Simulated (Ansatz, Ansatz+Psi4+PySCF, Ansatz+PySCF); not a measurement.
```yaml
atoms:
  - { symbol: F, position_ang: [0.0000, 0.2003, -1.2919] }
  - { symbol: O, position_ang: [0.0000, -0.5093, 0.2155] }
  - { symbol: O, position_ang: [0.0000, 0.3090, 1.0765] }
```

Basis set: cc-pVTZ (spherical functions). Left uncorrelated: 3 orbitals. Correlation on ROHF uses semicanonical orbitals with singles. Charge 0, multiplicity 2.

Computed with Ansatz (development build ahead of 0.2.0); each method stands on the lowest determinant of its kind that the runs found.

(1) Give the atomization energy at this shape (free ground-state atoms in the same class of orbitals less the molecule, no zero-point energy) of doublet O2F by ROHF-CCSD(T), UHF-CCSD(T), UHF-CCSD, ROHF-MP2, UHF-MP2, UHF.

Answers

(1)

| method | atomization energy |
| --- | --- |
| ROHF-CCSD(T) | 5.25 eV |
| UHF-CCSD(T) | 5.04 eV |
| UHF-CCSD | 4.46 eV |
| ROHF-MP2 | 5.52 eV |
| UHF-MP2 | 4.72 eV |
| UHF | 0.28 eV |

Caution for ROHF-CCSD(T), ROHF-MP2: an unrestricted determinant lies well below; large amplitudes, a single reference is doubtful. Caution for UHF-CCSD(T), UHF-MP2: another reference gives a lower total. Caution for UHF-CCSD(T), UHF-CCSD, UHF-MP2, UHF: the unrestricted determinant is a mixture of spin states. Caution for ROHF-MP2, UHF-MP2: forces differ strongly between restricted and unrestricted references.
